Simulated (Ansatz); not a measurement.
## Molecular dynamics, step by step

CHFSi, singlet, PBE0-D4/def2-SVPD (Ansatz 0.2.0). Settings (timestep in fs, temperature in K; T counts 6 degrees of freedom):

```yaml
hamiltonian: {xc: pbe0, dispersion: d4}
md: {n_steps: 60, timestep: 0.5, temperature: 300, ensemble: nvt_nose_hoover, seed: 388, initial_velocities: maxwell_boltzmann}
```

Start:

```
4
angstrom
F 0.1024 0.0789 1.9817
C -0.3794 -0.5353 0.8489
Si 0.0524 0.0518 -0.7131
H 0.2246 0.4046 -2.1175
```

```
step  time (fs)  potential energy less the start (meV)  kinetic energy (meV)  T (K)
   0       0.00                                    0.0                  77.6    300
   4       2.00                                  -50.9                 128.6    497
   8       4.00                                 -177.6                 254.8    986
  12       6.00                                 -311.4                 387.6   1499
  16       8.00                                 -422.0                 495.8   1918
  20      10.00                                 -544.4                 612.6   2370
  24      12.00                                 -704.5                 762.0   2947
  28      14.00                                 -882.8                 920.8   3562
  32      16.00                                -1030.0                1037.1   4012
  36      18.00                                -1121.4                1084.5   4195
  40      20.00                                -1168.5                1075.9   4162
  44      22.00                                -1191.6                1034.2   4001
  48      24.00                                -1223.1                 994.4   3847
  52      26.00                                -1286.6                 980.3   3792
  56      28.00                                -1374.7                 984.1   3807
  60      30.00                                -1463.7                 982.8   3801
```

Step 20, positions (Å) and forces (eV/Å):

```csv
atom,x,y,z,Fx,Fy,Fz
F1,0.080,0.049,1.946,-0.291,-0.571,1.590
C2,-0.365,-0.488,0.861,0.438,0.964,-1.311
Si3,0.081,0.063,-0.690,-0.080,0.094,-1.732
H4,-0.308,0.092,-2.239,-0.067,-0.487,1.454
```

Step 32, positions (Å) and forces (eV/Å):

| atom | x | y | z | Fx | Fy | Fz |
| --- | --- | --- | --- | --- | --- | --- |
| F1 | 0.056 | 0.014 | 1.952 | -0.216 | -0.432 | 2.238 |
| C2 | -0.334 | -0.417 | 0.829 | 0.245 | 0.553 | -0.165 |
| Si3 | 0.098 | 0.071 | -0.692 | -0.176 | -0.051 | -2.509 |
| H4 | -0.712 | -0.313 | -1.921 | 0.147 | -0.070 | 0.436 |

Step 52, positions (Å) and forces (eV/Å):

```tsv
atom	x	y	z	Fx	Fy	Fz
F1	0.006	-0.060	2.031	-0.608	-0.536	0.878
C2	-0.263	-0.270	0.810	0.978	0.810	1.051
Si3	0.116	0.079	-0.765	-1.279	-0.996	-1.918
H4	-1.125	-0.896	-1.120	0.909	0.722	-0.011
```

Last step (60):

```xyz
4
angstrom
F -0.0195 -0.0933 2.0716
C -0.2200 -0.2033 0.8316
Si 0.1137 0.0754 -0.8127
H -1.0853 -0.9635 -0.8304
```

The run took about 83 s on 2 CPU threads of an Intel Xeon (shared host).
